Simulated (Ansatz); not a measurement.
Run this with Ansatz's Python interface and show what comes out.

The script, `run_disp.py`:
```python
"""Size of D3 and D4 in C4H5NS."""

import warnings

import ansatz as az


def main() -> None:
    warnings.simplefilter("ignore", az.DeckWarning)

    geometry = (
        az.Crystal.molecule()
        .atom("C", (-2.035, -0.6165, 0.807))
        .atom("S", (-1.0903, -0.626, -0.7353))
        .atom("C", (0.3877, 0.1045, -0.2052))
        .atom("C", (1.4044, 0.2993, -1.0553))
        .atom("C", (2.6216, 0.8966, -0.6355))
        .atom("N", (3.6131, 1.3852, -0.285))
        .atom("H", (-1.522, -1.2036, 1.5738))
        .atom("H", (-2.1718, 0.4073, 1.1659))
        .atom("H", (-3.0193, -1.0583, 0.6304))
        .atom("H", (0.4768, 0.4042, 0.8368))
        .atom("H", (1.3348, 0.0073, -2.0975))
    )

    job = geometry.calculation().basis(gaussian="def2-SVP")
    for name in ["b3lyp", "r2scan"]:
        for correction in ("d3bj", "d4"):
            r = job.functional(name, dispersion=correction).run().report
            print(f"{name:8s} {correction:5s} total {r['free_energy_ev']:.5f} eV, of which dispersion {1000 * r['dispersion']['energy']['ev']:.2f} meV")


if __name__ == "__main__":
    main()
```

```console
$ python run_disp.py
b3lyp    d3bj  total -16546.95452 eV, of which dispersion -453.45 meV
b3lyp    d4    total -16546.88963 eV, of which dispersion -388.56 meV
r2scan   d3bj  total -16541.89410 eV, of which dispersion -73.46 meV
r2scan   d4    total -16541.88213 eV, of which dispersion -61.48 meV
```

What to keep in mind:
- Total energies depend on the basis set; only differences at equal settings carry meaning.
- The geometry is a force-field or estimated start, not a minimum of this method, and the basis set is short of its limit. D4 holds the three-body term, and d3bj doesn't.
- b3lyp holds the VWN-RPA fit, as in Gaussian; the form of ORCA and Turbomole is b3lyp5.
- A dispersion term here runs with damping parameters fitted for another variant or functional.
- The script silences the warnings on its input, which a real study should read.
- Finished in 24 s on 1 thread of Arm Neoverse V1, on a shared host, peak memory 0.27 GiB.
